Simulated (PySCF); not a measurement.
F2OS.
Geometry (PBE0-D3(BJ)/def2-TZVP, Å), atoms numbered from 1 in this order:
```
atom  x, y, z in Å
O1     0.5854   -1.1943   -0.4166
S2    -0.0431   -0.2537    0.4400
F3     0.7806    1.0978    0.3066
F4    -1.2850    0.3249   -0.3627
```

Method used: TDDFT CAM-B3LYP/aug-cc-pVTZ, vertical, gas phase, core orbitals frozen in the response (PySCF 2.14.0, density-fitted response routines). Geometry: PBE0-D3(BJ)/def2-TZVP; no solvent, vibrations or thermal averaging.

Transition dipole moments from the ground state, in atomic units and in the frame of the coordinates above (overall signs are arbitrary), for the states with f of 0.002 or more among the lowest 7:

```json
{"state": "S1", "E (eV)": "6.728", "μx": "-0.398", "μy": "-0.149", "μz": "-0.128"}
{"state": "S2", "E (eV)": "7.929", "μx": "0.057", "μy": "-0.217", "μz": "0.075"}
{"state": "S3", "E (eV)": "8.710", "μx": "-0.223", "μy": "-0.085", "μz": "-0.073"}
{"state": "S4", "E (eV)": "8.999", "μx": "-0.296", "μy": "0.572", "μz": "0.256"}
{"state": "S5", "E (eV)": "9.089", "μx": "0.129", "μy": "0.046", "μz": "0.040"}
{"state": "S6", "E (eV)": "9.351", "μx": "0.177", "μy": "0.103", "μz": "-0.667"}
{"state": "S7", "E (eV)": "9.391", "μx": "-0.207", "μy": "0.543", "μz": "0.011"}
```

**Question.** Work out the oscillator strengths.

**Answer.** f = (2/3) ΔE |μ|² with ΔE in hartree (27.2114 eV).

```tsv
state	|μ|² (au)	|μ| (D)	f
S1	0.197	1.13	0.033
S2	0.056	0.60	0.011
S3	0.062	0.63	0.013
S4	0.481	1.76	0.106
S5	0.020	0.36	0.005
S6	0.487	1.77	0.112
S7	0.337	1.48	0.078
```

**Question.** What is the point group, and which symmetry does each of these states have?

**Answer.** Cs. The ground state is totally symmetric, so the direction of μ fixes the label. Polarised normal to the mirror plane, so A″: S1, S3 and S5. Polarised in the mirror plane, so A′: S2, S4, S6 and S7.

**Question.** What angle do the transition dipoles of S4 and S7 make?

**Answer.** |cos θ| = |μa·μb| / (|μa| |μb|) = 0.93, so θ ≈ 22° (taken between 0 and 90°, since the signs are arbitrary).

**Question.** How is the summed strength of these states shared among x, y and z?

**Answer.** (2/3) Σ ΔE μα² gives 0.077 for x, 0.157 for y and 0.122 for z, 0.356 in all.

**Question.** What peak molar absorption coefficient would the strongest computed level give as a lone Gaussian band 0.4 eV wide at half height?

**Answer.** ε(max) = 2.175×10⁸ f / FWHM, with the width in cm⁻¹. S6: 2.175×10⁸ × 0.1116 / 3226 ≈ 7500 L mol⁻¹ cm⁻¹.
